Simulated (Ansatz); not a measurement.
**BN+ (quartet): from Hartree-Fock to the top rungs, def2-QZVPP**

One table from this session's results is given with a row withheld; the runs are named, their logs left out.

Program: Ansatz 0.2.0, Gaussian basis. Level of theory: def2-QZVPP, core rule «outside noble gas», up to 2 orbitals frozen. These are calculated values, not measurements.

The runs, in order: UHF; ROHF; CCSD(T) on UHF.

### What is computed

The geometry is a PBE0/def2-TZVP stationary point (not a proven minimum) of the parent state, kept for this charge and spin.

2 atoms, charge 1, spin multiplicity 4.

Atoms are counted from 1 here; the program's logs count them from 0.

Bond lengths: B1–N2 1.442 Å.

The first run:

Input file in.yaml:

```yaml
crystal:
  periodic: [false, false, false]
  atoms:
    - {symbol: B, position_ang: [0.000000, 0.000000, 0.000000]}
    - {symbol: N, position_ang: [0.000000, 0.000000, 1.441900]}
basis:
  gaussian: {orbitals: "def2-QZVPP.json"}
total_charge: 1
magnetization: {spin_polarized: true, initial_magnetization: 3}
hamiltonian: {xc: hf}
output: {orbitals: {seedname: orbitals}}
```

On the command line:

```sh
ansatz run in.yaml --threads 1 --pin off --events-out ev --progress --plain --max-ram 2393MiB
```

Among the steps run: UHF; ROHF; CCSD(T) on UHF.

One of the session's tables, all rows but one given; the rest of the session is left out.

```
  method  from UCCSD(T) (kJ/mol)
    ROHF                  +536.6
     UHF                  +521.9
    UMP2                       ?
   UCCSD                   +22.3
UCCSD(T)                       0
```

Estimate the missing values for UMP2.

As computed: from UCCSD(T) (kJ/mol): +81.1. In the column «from UCCSD(T) (kJ/mol)» it lies between UCCSD (+22.3) and UHF (+521.9).
